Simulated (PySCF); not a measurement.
Atom-mapped SMILES (the numbers label the heavy atoms): `[AlH3-:1][CH2:2][Cl:3]`; H(Xn) means a hydrogen on atom n.

Geometry: PBE0-D3(BJ)/def2-SVP; GIAO shifts from PySCF, gas phase, non-relativistic, averaged over equivalent atoms.

At PBE0/pcSseg-1 (90 basis functions, 5 s wall time on 1 thread of an x86-64 server CPU, shared host):
```json
{"atoms": "Al1", "δ (ppm)": "30.7"}
{"atoms": "C2", "δ (ppm)": "40.8"}
{"atoms": "Cl3", "δ (ppm)": "-22.5"}
{"atoms": "H(Al1)", "δ (ppm)": "3.56"}
{"atoms": "H(C2)", "δ (ppm)": "2.27"}
```

Referencing at the same level of theory: AlH4- for 27Al (σ = 489.28 ppm); 13C (σ = 184.41 ppm), 1H (σ = 31.27 ppm) vs TMS; 35Cl (σ = 943.27 ppm) vs HCl.

Problem. Predict the values at WP04/pcSseg-2 on the same geometry.

Solution. 
```
 atoms  δ at WP04/pcSseg-2  change
   Al1                23.0    -7.7
    C2                48.6    +7.8
   Cl3               -28.3    -5.8
H(Al1)                2.71   -0.85
 H(C2)                2.36   +0.09
```

Chemical shifts δ = σref − σ; 27Al (σref 478.77) against AlH4-; 13C (σref 172.10), 1H (σref 31.61) against TMS; 35Cl (σref 900.48) against HCl, all at this level.

The largest change is at C2 (sp3 CH2 bonded to Al and Cl). Cost: 192 basis functions, 9.2 s wall time on 1 thread of an Arm Neoverse V2, shared host.

Carbons that carry Cl, above all several Cl atoms, come out too deshielded, partly because spin–orbit coupling is missing.
